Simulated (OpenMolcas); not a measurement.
# Potential curves of CF: spin–orbit levels

Calculated with OpenMolcas 26.06: state-averaged CASSCF(9,7) over F 2p, C 2s 2p, XMS-CASPT2 (IPEA 0.25, imaginary shift 0.2 hartree), scalar X2C, ANO-RCC-VTZP, then RASSI spin–orbit state interaction with atomic mean-field integrals. C2 symmetry about the axis (a holds Σ, Δ, Γ; b holds Π, Φ, H; Σ⁺ and Σ⁻ are not told apart); roots by multiplicity and irrep: 2b 4, 4a 1, 2a 5, 4b 2.

XMS-CASPT2 energies with spin–orbit state interaction in eV from the lowest point. Curves are followed by energy order within each symmetry, so they are adiabatic and may change character at avoided crossings.

| R (Å) | (1)Ω=1/2 | (1)Ω=3/2 | (2)Ω=1/2 | (2)Ω=3/2 | (4)Ω=1/2 | (1)Ω=5/2 | (3)Ω=3/2 | (6)Ω=1/2 | (4)Ω=3/2 |
| --- | --- | --- | --- | --- | --- | --- | --- | --- | --- |
| 1.103 | 1.133 | 1.146 | 5.341 | 5.341 | 10.274 | 13.738 | 13.749 | 13.772 | 14.414 |
| 1.167 | 0.391 | 0.403 | 4.299 | 4.299 | 9.112 | 11.750 | 11.761 | 11.784 | 12.456 |
| 1.283 | 0.000 | 0.011 | 3.535 | 3.535 | 7.935 | 9.473 | 9.485 | 9.496 | 10.143 |
| 1.347 | 0.078 | 0.088 | 3.487 | 3.487 | 7.653 | 8.648 | 8.659 | 8.670 | 9.269 |
| 1.411 | 0.268 | 0.278 | 3.595 | 3.595 | 7.462 | 8.018 | 8.029 | 8.040 | 8.590 |
| 1.501 | 0.663 | 0.671 | 3.900 | 3.900 | 7.251 | 7.370 | 7.381 | 7.406 | 7.857 |

Left out for impure symmetry, kinks or missing points, though low: (1)Ω=2, (2)Ω=2, (3)Ω=1/2, (5)Ω=1/2, (7)Ω=1/2, (8)Ω=1/2. Only roots inside an energy window near the equilibrium distance were included, so the list of states is not complete; labels number the states computed. Each spin and symmetry block has orbitals of its own, averaged over its own roots, so gaps between blocks are less sure than gaps within one and near the minimum can be off by tenths of an eV, in bad cases by more. No Rydberg orbitals are active, so Rydberg states, and σ→σ* states whose orbital the CASSCF left unused, can be missing between those listed. CASPT2 splits the two components of degenerate states numerically, here by up to 103 cm⁻¹. The CASPT2 reference weights are uneven, so some states carry less reliable energies. Points that failed a check (symmetry, reference weights, a jump) are left out.
